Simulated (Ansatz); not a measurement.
We consider bcc Cs, described by r²SCAN50 in Ansatz (PAW).

Input:

Ansatz 0.2 input:
```yaml
crystal:
  lattice:
    - [-3.1683726016, 3.1683726016, 3.1683726016]
    - [3.1683726016, -3.1683726016, 3.1683726016]
    - [3.1683726016, 3.1683726016, -3.1683726016]
  atoms:
    - { symbol: Cs, position: [0.0, 0.0, 0.0] }
basis:
  ecutwfc: 520
  ecutrho_ratio: 4
  xc_grid: 3
kpoints:
  mp_grid: { grid: [8, 8, 8] }
hamiltonian:
  xc: r2scan50
  dispersion: none
  pseudopotentials: { kind: paw }
scf:
  occupations: { method: fermi_dirac, width: 0.05 }
  convergence: { dr2_threshold: 0.0000000001 }
output:
  forces: false
  stress: true
  eigenvalues: true
```

Output (set-up and result lines):

```
WARN output.stress: scf.exx.energy_threshold = 1e-6 eV is looser than the 1e-8 eV advised for a stress under a hybrid functional (1e-8 eV for each atom of the …
Crystal: 1 atoms, lattice volume = 127.224 Å³
Basis set: ecut = 520 eV, 3463 PW (Γ), exchange–correlation on 135×135×135 points (27 copies of the dense FFT grid, shifted against one another)
Bands: 9, of which v1, the nominal top of the filled ones, is band 5 counted from 1 (4 counted from 0)
Symmetry: 48 space group operations
Space group: Im-3m (ITA 229), of the structure as read, at distance tolerance 5.0e-5 Å
k-points: 29 of 512
Functional: x = r2scan, c = r2scan; τ floored in thin density (d = 2e-4 eV/Å³), warm-up for x = 0.5 r2scan + 0.5 exact, c = r2scan; τ floored in thin density (d = 2e-4 eV/Å³)
SCF iter   1: F=—  HF=-5685.924362 eV  |F-HF|=—  |Δ(HF+E_count)|=         —  Δρ=2.08e-3  dr2=5.83e-3  dr2_τ=1.80e-4
SCF iter   2: F=—  HF=-5685.925956 eV  |F-HF|=—  |Δ(HF+E_count)|=   1.59e-3  Δρ=1.18e-3  dr2=1.87e-3  dr2_τ=7.35e-5
  ...
SCF 1 converged in 9 iterations: F = -5685.926526 eV  dr2 = 6.24e-12
Crystal: 1 atoms, lattice volume = 127.224 Å³
Initial density: handed on by an earlier stage of this run
Functional: x = 0.5 r2scan + 0.5 exact, c = r2scan; τ floored in thin density (d = 2e-4 eV/Å³)
SCF 2 converged in 7 iterations: F = -5686.472424 eV  dr2 = 1.83e-12
Crystal: 1 atoms, lattice volume = 127.224 Å³
Crystal: 1 atoms, lattice volume = 127.224 Å³
SCF iter   5: F=—  HF=-5686.480388 eV  |F-HF|=—  |Δ(HF+E_count)|=  1.61e-10  Δρ=9.58e-8  dr2=5.12e-10  dr2_τ=7.85e-13
SCF iter   6: F=-5686.480388 eV  HF=-5686.480388 eV  |F-HF|=2.27e-11  |Δ(HF+E_count)|=   1.71e-9  Δρ=1.03e-7  dr2=2.29e-11  dr2_τ=4.86e-13
SCF 4 converged in 6 iterations: F = -5686.480388 eV  dr2 = 2.29e-11
Free energy (F): -5686.480388 eV
Internal energy: -5686.476305 eV  (E = F + TS)
E sigma→0 (E₀):  -5686.478346 eV
Fermi energy:    2.090848 eV
--- Stress (GPa, compression-positive) ---
        0.000166       0.000000       0.000000
        0.000000       0.000166       0.000000
        0.000000      -0.000000       0.000166
  P = ⅓ Tr σ = 0.0002 GPa (0.002 kbar)
```

The PAW data were made under PBE.

Note: the run warned that the count of filled bands differs between k points.

The result took roughly 7 core-minutes.

Ansatz is an electronic-structure program.
